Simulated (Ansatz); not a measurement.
The same path of CH6SSi + H2 (11 atoms, charge 0, multiplicity 1) was run twice with different band settings. Lost on the way: Si1–S2, H6–H7. Made: Si1–H7, S2–H6.

The calculation used Ansatz 0.2.0, RKS PBE/def2-SVP.

Relaxed end points:

```xyz
11
Properties=species:S:1:pos:R:3
Si -0.888 -0.911 -0.335
S 0.703 -1.758 0.881
H -1.107 -1.752 -1.566
H -2.098 -1.020 0.550
C -0.561 0.879 -0.832
H 1.752 0.882 1.991
H 2.028 1.568 2.208
H 1.658 -1.637 -0.085
H -1.421 1.279 -1.409
H -0.410 1.514 0.064
H 0.344 0.956 -1.468
```

```xyz
11
Properties=species:S:1:pos:R:3
Si -1.219 -0.121 0.452
S 2.697 -1.209 -0.010
H -1.192 -1.577 0.065
H -2.637 0.234 0.818
C -0.577 0.969 -0.949
H 1.755 -1.751 0.809
H -0.375 0.039 1.692
H 2.871 -0.155 0.834
H -1.197 0.849 -1.860
H -0.593 2.039 -0.658
H 0.466 0.683 -1.193
```

Common settings: movable images 5; climbing image yes; optimiser quadratic models (default); start path through a guess of the saddle point; force threshold 0.05 eV/Å; iteration limit 60; end points relaxed.

| run | spring |
| --- | --- |
| 1 | 5.0 eV/Å² |
| 2 | 2.0 to 10.0 eV/Å², energy-weighted |

(1) What does each run give, and how far can it be trusted?

Answers

(1) Run 1: converged after 25 iterations, highest image 2.156 eV above the first end. Neighbouring images differ by up to 2.1 eV, so the band resolves the path poorly. A vibrational analysis at the climbing image gives one clearly imaginary mode, 1125i cm⁻¹: a first-order saddle point.
Run 2: converged after 29 iterations, highest image 2.104 eV above the first end. The order of the stationary point at the top wasn't checked.
The orbitals stay closed-shell, which can raise the energy where a bond breaks towards radicals; this wasn't checked here.
